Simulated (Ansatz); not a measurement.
A nudged elastic band was laid between two geometries of CH4N2 (7 atoms, charge 0, multiplicity 1).

These are results of RKS r2SCAN-D4/6-31G* (Ansatz 0.2.0), not measurements.

```json
{
 "movable images": "5",
 "climbing image": "yes",
 "spring": "5.0 eV/Å²",
 "optimiser": "quadratic models (default)",
 "start path": "through a guess of the saddle point",
 "force threshold": "0.05 eV/Å",
 "iteration limit": "60",
 "end points": "relaxed"
}
```

Image 0:

```xyz
7
Properties=species:S:1:pos:R:3
N -0.914 -0.843 -0.584
C -0.229 0.172 -0.208
N 0.983 0.031 0.424
H -1.736 -0.524 -1.098
H -0.490 1.228 -0.383
H 1.277 0.775 1.042
H 1.171 -0.907 0.762
```

Image 6:

```xyz
7
Properties=species:S:1:pos:R:3
N -0.631 -0.833 -0.228
C 0.017 0.346 0.051
N 1.126 0.369 0.692
H -1.234 -0.853 -1.039
H -0.549 1.227 -0.291
H 1.398 1.338 0.862
H -0.065 -1.663 -0.094
```

(1) Which bonds break or form, and what moves?

(2) What energy profile does the band end with?

(3) What is the geometry of the highest image?

(4) What are the harmonic wavenumbers there?

## Answers

(1) Bonds broken: N3–H7. Bonds formed: N1–H7.  The two ends are copies of one structure, up to a mirror image or an exchange of like atoms.

(2) The forces met the threshold. The highest image is number 3 of 0 to 6, 44.8 kcal/mol above the ends, which have the same energy within 2 meV. A vibrational analysis at the climbing image gives one clearly imaginary mode, 1864i cm⁻¹: a first-order saddle point. The orbitals stay closed-shell, which can raise the energy where a bond breaks towards radicals; this wasn't checked here.

```tsv
image	path coordinate (Å)	energy (kcal/mol)	N3–H7 (Å)	N1–H7 (Å)
0	0.00	0.0	1.01	2.48
1	0.40	4.9	1.02	2.12
2	0.80	23.9	1.09	1.74
3	1.19	44.8	1.37	1.37
4	1.59	23.8	1.74	1.09
5	1.99	4.9	2.13	1.02
6	2.39	0.0	2.48	1.01
```

(3) 
```xyz
7
Properties=species:S:1:pos:R:3
N -0.744 -0.772 -0.315
C -0.151 0.393 -0.112
N 1.009 0.127 0.466
H -1.412 -0.900 -1.073
H -0.542 1.380 -0.370
H 1.460 0.806 1.078
H 0.442 -1.102 0.280
```

(4) 1864i, 544, 609, 838, 973, 1060, 1156, 1165, 1278, 1446, 1617, 2009, 3153, 3522, 3531 cm⁻¹.

The run took 2.4 min on 1 thread of Arm Neoverse N1 (shared host), peak memory 0.11 GiB.
